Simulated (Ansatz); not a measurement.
Ansatz (a quantum-chemistry and plane-wave program) input (B3LYP-D3(BJ)/def2-TZVP):

Ansatz 0.2 input:
```yaml
crystal:
  periodic: [false, false, false]
  atoms:
    - {symbol: C, position_ang: [-0.47763025, -0.00538838, -0.00031267]}
    - {symbol: C, position_ang: [0.92613388, -0.10566871, 0.05176214]}
    - {symbol: N, position_ang: [2.05977465, 0.04442617, 0.02142724]}
    - {symbol: H, position_ang: [-0.82728511, -0.72399465, -0.76374270]}
    - {symbol: H, position_ang: [-0.85347228, -0.14588798, 1.02912174]}
    - {symbol: H, position_ang: [-0.86911953, 0.97694171, -0.32305310]}
basis:
  gaussian:
    orbitals: def2-TZVP
hamiltonian:
  xc: b3lyp
  dispersion: d3bj
total_charge: 1
magnetization: {spin_polarized: true, initial_magnetization: 1}
relax: {f_tol: 0.002, max_steps: 150}
```

End of the output:

```
647 factors; their error is unknown
mean field: 0.35 GiB planned
mean field evaluation 160: about -3601.9563 eV, gradient 1.8e-4 eV
mean field evaluation 192: about -3601.9563 eV, gradient 1.3e-4 eV
mean field -3601.95627599 eV, -132.3694516489 hartree, gradient 5.4e-6 eV, S^2 0.754002; 5 other end points of the search recorded, 0 dependent functions left out
the calculation of the forces begins
reference -3601.95647721 eV, -132.3694590436 hartree; 11, 10 occupied and 100, 101 virtual orbitals, 647 factors
Total energy: -3602.08650350 eV, -132.3742374218 hartree
Atom 0 at    -0.483725    -0.052462     0.015231 Å, force    -0.000485    -0.000203     0.000845 eV/Å
Atom 1 at     0.912749    -0.019310     0.024720 Å, force     0.000634     0.000252    -0.000064 eV/Å
Atom 2 at     2.114136     0.037803     0.023512 Å, force    -0.000618    -0.000105    -0.000025 eV/Å
Atom 3 at    -0.878907    -0.736252    -0.748121 Å, force     0.000064     0.000138     0.000060 eV/Å
Atom 4 at    -0.905353    -0.166356     1.022718 Å, force     0.000241    -0.000122    -0.000564 eV/Å
Atom 5 at    -0.800498     0.977004    -0.322857 Å, force     0.000163     0.000041    -0.000252 eV/Å
Dipole moment:    -0.681689     0.038119    -0.022908 e Å
```
